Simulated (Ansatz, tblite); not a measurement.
**The cluster Cu₂Sn₂+: rung by rung**

Aim: run the doublet of the cluster Cu₂Sn₂+ at one geometry on many levels, and compare frontier levels, spin and run time.

The runs use Ansatz 0.2.0, Gaussian basis; as each input shows.

The runs, in order: GFN1-xTB, GFN2-xTB, PBE-D4/def2-TZVP, r2SCAN-D4/def2-TZVP, revPBE-D4/def2-TZVP, LC-ωPBE/def2-TZVP, PBE+10HF/def2-SVP, PBE+15HF/def2-SVP, PBE+40HF/def2-SVP, PBE-D4/def2-SVP, PBE0-D4/def2-SVP, CCSD(T)/def2-SVP, MP2/def2-TZVP, RPA/def2-TZVP.

5 further runs of the same task are left out: 5 set aside as unsound or not needed.

## Step 1: The relaxed structure

The doublet was relaxed beforehand with PBE-D4/def2-SVP. At that level it is the lowest of the isomers that a small search found.

4 atoms, charge 1, spin multiplicity 2.

Bond lengths: Cu1–Cu2 2.523 Å, Cu1–Sn3 2.619 Å, Cu1–Sn4 2.619 Å, Cu2–Sn3 2.619 Å, Cu2–Sn4 2.619 Å. Angles: Cu2–Cu1–Sn3 61.2°, Cu2–Cu1–Sn4 61.2°, Sn3–Cu1–Sn4 66.6°, Cu1–Cu2–Sn3 61.2°, Cu1–Cu2–Sn4 61.2°, Sn3–Cu2–Sn4 66.6°, Cu1–Sn3–Cu2 57.6°, Cu1–Sn4–Cu2 57.6°.

Sn takes a core potential in the def2 sets. No spin-orbit coupling is included. The ion is computed in the gas phase, without counter-ions or solvent.

PBE0-D4/def2-TZVP was run before; its log isn't repeated, and its numbers join the tables.

## Step 2: GFN1-xTB

Tight binding, by tblite at 300 K electronic temperature and without a spin-polarisation term:

```python
tblite.interface.Calculator('GFN1-xTB', numbers, positions, charge=1, uhf=1).singlepoint()
```

Energy -368.6355 eV; 0.005 s.

## Step 3: GFN2-xTB

Tight binding, by tblite at 300 K electronic temperature and without a spin-polarisation term:

```python
tblite.interface.Calculator('GFN2-xTB', numbers, positions, charge=1, uhf=1).singlepoint()
```

Energy -315.9998 eV; 0.004 s.

## Step 4: PBE-D4/def2-TZVP

start.molden holds the orbitals of an earlier run on this state, given as this run's starting guess.

in.yaml reads:

```yaml
crystal:
  periodic: [false, false, false]
  atoms:
    - {symbol: Cu, position_ang: [-0.572347, -0.997959, 1.033603]}
    - {symbol: Cu, position_ang: [0.914023, -0.758589, -0.990444]}
    - {symbol: Sn, position_ang: [-1.299195, 0.637733, -0.878655]}
    - {symbol: Sn, position_ang: [0.957519, 1.118815, 0.835496]}
basis:
  gaussian: {orbitals: def2-TZVP, initial_orbitals: start.molden}
total_charge: 1
magnetization: {spin_polarized: true, initial_magnetization: 1}
hamiltonian: {xc: pbe, dispersion: d4}
scf: {omitted_lower_state_checks: [starts]}
output: {orbitals: {seedname: orbitals}}
```

On the command line:

```console
> ansatz run in.yaml --threads 4 --pin off --events-out ev --progress --plain --max-ram 4787MiB
```

After this run come: r2SCAN-D4/def2-TZVP; revPBE-D4/def2-TZVP; LC-ωPBE/def2-TZVP; PBE+10HF/def2-SVP; PBE+15HF/def2-SVP; PBE+40HF/def2-SVP; PBE-D4/def2-SVP; PBE0-D4/def2-SVP; CCSD(T)/def2-SVP; MP2/def2-TZVP; RPA/def2-TZVP.

**Question.** What will the summary of the whole plan be? Wanted: gap in def2-TZVP, named functionals, smallest and largest; gap over the share of exact exchange; correlation energy, CCSD(T)/def2-SVP; correlation energy, MP2/def2-TZVP; ⟨S²⟩ in def2-TZVP, named functionals, smallest and largest; PBE0 total energy, smallest basis above largest.

As calculated:

```
                                                  quantity                                value
 gap in def2-TZVP, named functionals, smallest and largest  0.74 eV (PBE-D4), 6.43 eV (LC-ωPBE)
                      gap over the share of exact exchange         0.69 eV at 0, 3.17 eV at 0.4
                      correlation energy, CCSD(T)/def2-SVP                            -21.65 eV
                         correlation energy, MP2/def2-TZVP                            -39.55 eV
⟨S²⟩ in def2-TZVP, named functionals, smallest and largest                         0.754, 0.770
           PBE0 total energy, smallest basis above largest       13.45 eV (def2-SVP, def2-TZVP)
```

In words: Orbital gaps of the named functionals in def2-TZVP span 0.74 eV (PBE-D4) to 6.43 eV (LC-ωPBE); exact exchange widens it. Raising the share of exact exchange from 0 to 0.4 moves the HOMO by -1.29 eV and the LUMO by +1.19 eV. Over the named functionals in def2-TZVP spin contamination reaches 0.02 (LC-ωPBE), which is small. Notes on CCSD(T)/def2-SVP: large T1 diagnostic, spin contamination.
